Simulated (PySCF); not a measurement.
Species: C4H7OP.
Cartesian coordinates in Å at the GFN2-xTB level; atoms count from 1:
```xyz
13
C4H7OP angstrom
O      1.3882   -2.1802   -0.9547
P      0.8594   -1.1849   -0.0212
C      1.3594    0.5435   -0.1866
C      0.3142    1.3500   -0.0572
C     -1.0189    0.7216    0.2224
C     -0.9255   -0.7665   -0.1219
H      1.0951   -1.5023    1.3199
H      2.3698    0.8572   -0.3862
H      0.3718    2.4269   -0.1209
H     -1.8079    1.2191   -0.3457
H     -1.2497    0.8577    1.2830
H     -1.5491   -1.3937    0.5139
H     -1.2112   -0.9480   -1.1624
```

The closed-shell ground state was solved at several levels (PySCF, density fitting, gas phase, non-relativistic).

```json
{"level": "wB97X-D/def2-SVPD", "basis functions": "183", "HOMO (eV)": "-9.55", "LUMO (eV)": "1.06", "gap (eV)": "10.61", "dipole (D)": "5.01"}
{"level": "PBE0/pcSseg-1", "basis functions": "144", "HOMO (eV)": "-7.59", "LUMO (eV)": "-0.68", "gap (eV)": "6.91", "dipole (D)": "4.68"}
```

(1) What might PBE0/def2-SVPD (183 basis functions) give for the same quantities?

(2) How far do the dipole and the HOMO energy spread over the levels?

Results:

(1) HOMO -7.68 eV, LUMO -0.78 eV, gap 6.90 eV, dipole 4.97 D.

(2) The dipole runs from 4.68 to 5.01 D (mean 4.89 D) and the HOMO from -9.55 to -7.59 eV.

One conformer stands for the species.
